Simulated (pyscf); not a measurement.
# Routes from H₂Si=PH + H₂O

Candidate steps break at most two bonds and form at most two. Each was searched with GFN2-xTB (tblite) first. Optimised with ωB97X-D3(BJ)/def2-SVP in PySCF. Correlated levels are frozen-core, on RHF or UHF. ΔMP2 is the change of the MP2 total energy from the triple- to the quadruple-zeta basis. Energies: CCSD(T)/def2-TZVPP + ΔMP2(QZVPP), kcal/mol, from the separated reactants, singlet surface; ΔG‡ with ideal gas, 1 atm, RRHO with modes under 100 cm⁻¹ raised to 100, one conformer, R ln 2 for chiral ones without a mode under 150 cm⁻¹.

```json
[
 {"products": "HO–SiH₂–PH₂", "type": "addition across a multiple bond or ene-type step", "ΔE‡": "-2.4", "ΔE": "-52.7", "ΔG‡ 298 K": "6.8", "ΔG‡ 900 K": "28.4", "ν‡ (cm⁻¹)": "1058i"},
 {"products": "HO–PH–SiH₃", "type": "addition across a multiple bond or ene-type step", "ΔE‡": "31.6", "ΔE": "-24.6", "ΔG‡ 298 K": "40.5", "ΔG‡ 900 K": "61.9", "ν‡ (cm⁻¹)": "764i"}
]
```

Row 1: On the reactant side the descent ends in an adduct with a O–Si contact, 10.8 kcal/mol under the separated species and 3.6 kcal/mol under the saddle at ωB97X-D3(BJ)/def2-TZVP. 

Plain bond fissions and candidates not yet searched are not listed, and one of them may be faster. Each barrier is that of the saddle found; lower ones may exist. The CCSD(T) − MP2 part came from Ansatz, without density fitting, on the same reference.
